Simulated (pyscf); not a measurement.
PySCF, gas phase, ωB97X-D3(BJ)/def2-SVP geometries.

SMILES: FC(F)CC(F)F
```xyz
11

F     -0.2924    -1.1156     1.2819
C     -0.8343    -0.9766     0.0391
F     -1.7843    -1.9305    -0.1103
C     -1.4626     0.3939    -0.0832
C     -0.4581     1.5038     0.1328
F     -1.0548     2.7050    -0.0566
F      0.5461     1.3859    -0.7812
H     -0.0360    -1.1540    -0.7009
H     -1.8992     0.5095    -1.0867
H     -2.2691     0.4765     0.6610
H     -0.0051     1.4889     1.1385
```
Charge 0, spin multiplicity 1.

Task: What is the homolytic dissociation enthalpy (298 K, ωB97M-D3(BJ)/def2-TZVP) of the C–H bond of F–CH(F)–CH₂–CH(F)–F (SMILES FC(F)CC(F)F), to F–C•(F)–CH₂–CH(F)–F + H•?

Result: C–H to F–C•(F)–CH₂–CH(F)–F + H•: 4.40 eV. The 7 functionals that were run give +4.14 (r²SCAN) to +4.40 eV (ωB97M-D3(BJ)). F–C•(F)–CH₂–CH(F)–F lies 0.32 eV over its isomer H₃C–C•(F)–C(F)(F)–F, and others may lie lower still (electronic energy, ωB97M-D3(BJ)).
